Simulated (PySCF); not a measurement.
# Telling isomers of C2H4F2O apart by NMR

- spin–spin couplings from B3LYP/pcJ-1
- GFN2-xTB geometry
- GIAO PBE0/pcSseg-1 shieldings
- run in PySCF
- one computed conformer, gas phase, no relativistic terms, one averaged value for each set of equivalent atoms

Referencing at the same level of theory: ¹H (σ = 31.72 ppm), ¹³C (σ = 186.93 ppm) vs TMS. Multiplet labels drop J under 1 Hz and among equivalent protons, and merge close values. Unscaled 3J(H,H) run several per cent high. Vicinal couplings that depend on rotamer populations or ring flexing (ring, CH–CH, X–H and H–F types) are those of the one conformer. One-bond C–F couplings are unscaled and too large by tens of Hz. Shifts are as computed. Against solution values, carbons near 30 ppm lie about +3 ppm off and those near 130 ppm about +5 ppm. Of 1211 compounds with measured shifts, 218 miss one by over three times the rms of a fit or turn the order of signals round; such compounds aren't used in these exercises. Across acyclic CH2–CH2 and CH–CH2 bonds, 3J(H,H) assumes equally populated rotamers. OH and NH positions are gas-phase values without hydrogen bonding to other molecules.

(1) Tabulate the signals of `OCC(F)F`, `COC(F)F` and their relative energies.

(2) What is the quickest way to tell OCC(F)F from COC(F)F?

Results:

(1) 
```json
{"SMILES": "OCC(F)F", "carbon types": "1×CH 1×CH2", "δC": "123.4, 69.0", "δH": "6.10 (tt, 1H), 4.00 (td, 2H), 0.93 (br s, 1H)", "E rel. (kcal/mol)": "1.5"}
{"SMILES": "COC(F)F", "carbon types": "1×CH 1×CH3", "δC": "126.4, 56.1", "δH": "6.19 (t, 1H), 3.75 (s, 3H)", "E rel. (kcal/mol)": "0.0"}
```

Energies are electronic energies at PBE0/pcSseg-1 on these geometries, without zero-point or thermal terms, each for the one conformer computed, which needn't be the lowest.

(2) Both give the same number of carbon signals, but DEPT or the intensities differ. The first has an sp3 CH2 bonded to O at 69.0 ppm, the second a methyl carbon bonded to O (CH3) at 56.1 ppm. Their most deshielded carbons lie at 123.4 and 126.4 ppm.
